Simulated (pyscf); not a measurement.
## Routes from dichlorosilane (Cl–SiH₂–Cl) + hydrogen chloride (HCl)

Candidate steps break at most two bonds and form at most two. Each was searched with GFN2-xTB (tblite) first. Optimised with ωB97X-D3(BJ)/def2-SVP in PySCF. Energies: ωB97M-D3(BJ)/def2-TZVP, kcal/mol, from the separated reactants, singlet surface; ΔG‡ with ideal gas, 1 atm, RRHO with modes under 100 cm⁻¹ raised to 100, one conformer, R ln 2 for chiral ones without a mode under 150 cm⁻¹.

```tsv
products	type	ΔE‡	ΔE	ΔG‡ 298 K	ΔG‡ 900 K	ν‡ (cm⁻¹)
Cl–SiH(Cl)–Cl + H₂	four-centre exchange	41.8	-18.5	50.6	70.0	1144i
H₃Si–Cl + Cl–Cl	four-centre exchange	132.5	+63.9	138.9	156.0	2140i
```

Plain bond fissions and candidates not yet searched are not listed, and one of them may be faster. Each barrier is that of the saddle found; lower ones may exist. A restricted solution here is unstable towards spin polarisation, so biradical character is likely and single-reference numbers are less safe.
